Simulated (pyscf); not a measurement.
:N–F [triplet] + F–SiH(F)–F -> F–N•–Si(F)(F)–F + H atom (H•), a substitution at Si (triplet surface; H–Si broken, N–Si formed). PySCF, gas phase, ωB97X-D3(BJ)/def2-SVP geometries. Energies in kcal/mol from the separated reactants.

Small-basis levels: PySCF, no dispersion term, spherical d functions. AM1 to PM7: differences of heats of formation from MOPAC, which are fitted to 298 K values and so differ in kind from electronic energies by zero-point and thermal terms. Open shells are spin-unrestricted. 

| level | barrier | reaction energy |
|---|---|---|
| HF/STO-3G | 100.9 | +64.3 |
| MP2/6-31G* | 72.1 | +28.5 |
| BP86/6-31G* | 40.3 | +32.6 |
| PBE/6-31G* | 37.9 | +28.6 |
| B3LYP/LANL2DZ | 60.6 | +47.7 |
| B3LYP/6-31G* | 53.5 | +34.9 |
| PBE/def2-SVP | 37.9 | +30.1 |
| B3LYP/def2-SVP | 53.5 | +36.6 |
| AM1 | 60.1 | +34.6 |
| PM3 | 23.4 | +6.5 |
| PM6 | 28.5 | +26.5 |
| PM7 | 26.7 | +16.8 |
| ωB97M-D3(BJ)/def2-TZVP | 62.9 | +33.4 |

Against the last row the barrier runs from -39.5 (PM3) to +38.0 kcal/mol (HF/STO-3G). ωB97M-D3(BJ)/def2-TZVP has limits of its own. F–N•–Si(F)(F)–F + H• also meet on a surface of lower spin, which isn't treated here. This is the saddle that the search found; another between the same sides may lie lower. The angle at the attacked Si is 180°.
